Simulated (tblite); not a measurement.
Species: C5H8N (charge -1).
SMILES with atom numbers: `[CH3:1][CH2:2][CH2:3][CH-:4][C:5]#[N:6]` (hydrogens: H7, H8, H9 on C1; H10, H11 on C2; H12, H13 on C3; H14 on C4)
Bond orders are those of one Lewis drawing.

Computed with GFN2-xTB (tblite), gas phase: Langevin dynamics at 600 K from the optimised GFN2-xTB geometry, time step 0.5 fs, friction 0.01 fs⁻¹, 2000 steps.

Start geometry:
```
atom  x, y, z in Å
C1      1.464    0.478    0.538
C2      0.744   -0.862    0.593
C3     -0.584   -0.812   -0.213
C4     -1.626    0.100    0.354
C5     -1.659    1.418    0.050
N6     -1.786    2.543   -0.269
H7      1.872    0.651   -0.457
H8      2.280    0.531    1.262
H9      0.745    1.269    0.748
H10     0.509   -1.105    1.635
H11     1.398   -1.657    0.206
H12    -0.339   -0.505   -1.238
H13    -0.967   -1.847   -0.263
H14    -2.053   -0.202    1.312
```

The statistics below take the 31 frames saved every 25 fs from 250 to 1000 fs; their kinetic temperature (all 3N coordinates) averages 581 K.

Task: How do the bond lengths spread?

Result: 
```json
{"bond": "C1–C2", "start (Å)": "1.522", "mean (Å)": "1.534", "standard deviation (Å)": "0.051", "shortest (Å)": "1.439", "longest (Å)": "1.682"}
{"bond": "C2–C3", "start (Å)": "1.555", "mean (Å)": "1.559", "standard deviation (Å)": "0.066", "shortest (Å)": "1.471", "longest (Å)": "1.733"}
{"bond": "C3–C4", "start (Å)": "1.496", "mean (Å)": "1.511", "standard deviation (Å)": "0.048", "shortest (Å)": "1.414", "longest (Å)": "1.665"}
{"bond": "C4–C5", "start (Å)": "1.353", "mean (Å)": "1.368", "standard deviation (Å)": "0.032", "shortest (Å)": "1.302", "longest (Å)": "1.417"}
{"bond": "C5≡N6", "start (Å)": "1.177", "mean (Å)": "1.181", "standard deviation (Å)": "0.017", "shortest (Å)": "1.143", "longest (Å)": "1.208"}
{"bond": "C1–H7", "start (Å)": "1.090", "mean (Å)": "1.093", "standard deviation (Å)": "0.038", "shortest (Å)": "1.026", "longest (Å)": "1.177"}
{"bond": "C1–H8", "start (Å)": "1.092", "mean (Å)": "1.096", "standard deviation (Å)": "0.033", "shortest (Å)": "1.032", "longest (Å)": "1.158"}
{"bond": "C1–H9", "start (Å)": "1.089", "mean (Å)": "1.096", "standard deviation (Å)": "0.049", "shortest (Å)": "1.014", "longest (Å)": "1.208"}
{"bond": "C2–H10", "start (Å)": "1.095", "mean (Å)": "1.102", "standard deviation (Å)": "0.062", "shortest (Å)": "0.989", "longest (Å)": "1.207"}
{"bond": "C2–H11", "start (Å)": "1.100", "mean (Å)": "1.112", "standard deviation (Å)": "0.031", "shortest (Å)": "1.047", "longest (Å)": "1.163"}
{"bond": "C3–H12", "start (Å)": "1.098", "mean (Å)": "1.109", "standard deviation (Å)": "0.044", "shortest (Å)": "1.019", "longest (Å)": "1.218"}
{"bond": "C3–H13", "start (Å)": "1.105", "mean (Å)": "1.118", "standard deviation (Å)": "0.025", "shortest (Å)": "1.070", "longest (Å)": "1.172"}
{"bond": "C4–H14", "start (Å)": "1.092", "mean (Å)": "1.107", "standard deviation (Å)": "0.032", "shortest (Å)": "1.054", "longest (Å)": "1.181"}
```

Task: Give the same statistics for bond angles, one of each kind among heavy atoms.

Result: 
| angle | start (°) | mean (°) | standard deviation (°) | smallest (°) | largest (°) |
| --- | --- | --- | --- | --- | --- |
| C1–C2–C3 | 110.9 | 113.0 | 4.9 | 103.7 | 121.7 |
| C2–C3–C4 | 114.7 | 114.0 | 4.9 | 105.1 | 126.7 |
| C3–C4–C5 | 121.7 | 121.1 | 5.0 | 106.9 | 132.9 |
| C4–C5–N6 | 174.4 | 169.5 | 5.7 | 155.8 | 177.9 |

Task: Follow the torsions C1–C2–C3–C4 and C2–C3–C4–C5 through every second one of these frames.

Result: 
```
t (fs)  C1–C2–C3–C4 (°)  C2–C3–C4–C5 (°)
   250              -93               53
   300              -69               69
   350              -52               70
   400              -60               81
   450              -76              105
   500              -69              104
   550              -67              133
   600              -46              117
   650              -70              135
   700             -104              115
   750              -98              134
   800              -75              136
   850              -30              151
   900              -30              134
   950              -29              116
  1000              -62              104
```

Largest departure from the start value over all these frames: C1–C2–C3–C4 39° (start -66°), C2–C3–C4–C5 66° (start 86°).

Task: How widely does the potential energy scatter, against a harmonic estimate?

Result: Mean 0.91 eV above the start, standard deviation 0.182 eV, range 0.45 to 1.29 eV. For 36 classical harmonic modes at 600 K the canonical values are 36kT/2 = 0.93 eV and kT·√(36/2) = 0.219 eV.

The run is classical and short, so these are rough statistics of one trajectory.

What follows is the cost of the whole dynamics run. Time: 4.7 s; peak memory 0.18 GiB. Hardware: one thread of an AMD EPYC 9R45, no GPU, shared host.
